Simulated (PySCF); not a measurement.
# C4H9N (cyclopropylmethylamine): the cost of one run

Programs: PySCF 2.14.0, with density-fitted response routines of our own. Each step states its level of theory. These are calculated values for one molecule in the gas phase, unless marked as measured. Atoms count from 0, in the outputs and in this text.

## (1) The molecule as given

14 atoms, charge 0, multiplicity 1; geometry from: MMFF94s. The atoms were then displaced at random by about 0.03 Å, so the start is not that level's minimum.

Bonds of the start (Å): N0–C1 1.47, C1–C2 1.51, C2–C3 1.36, C3–C4 1.47, C4–C2 1.46, N0–H5 1.13, N0–H6 1.02, C1–H7 1.11, C1–H8 1.04, C2–H9 1.15, C3–H10 1.07, C3–H11 1.15, C4–H12 1.13, C4–H13 1.15.

## (2) Optimising the geometry at PBE0-D3(BJ)/def2-SVP

What the job is given:

```
{"job": {"xc": "PBE0", "basis": "def2-SVP", "d3": "d3bj", "grid": 1, "shake": 0.03, "kind": "geom"}, "charge": 0, "multiplicity": 1}
N      1.955830     0.757990     0.078550
C      1.011550    -0.202820    -0.502460
C     -0.154510    -0.420330     0.437170
C     -1.320370    -0.930570    -0.036830
C     -1.316480     0.462190     0.425630
H      1.350980     1.711850     0.162690
H      2.670150     1.032900    -0.594470
H      1.638820    -1.101570    -0.644170
H      0.658890     0.145620    -1.420760
H      0.252320    -0.789070     1.450830
H     -1.583340    -1.110570    -1.062390
H     -1.928110    -1.644790     0.622510
H     -1.452320     1.305500    -0.308160
H     -1.802850     0.739840     1.435080
```

On the command line:

```bash
OMP_NUM_THREADS=1 python probes_run.py task.json out
```

This one command runs all jobs of the session in turn.

Q: Estimate the wall time and peak memory of this first job on 1 thread of Arm Neoverse V2, shared host.

About 33 s, with a peak of 0.47 GiB.
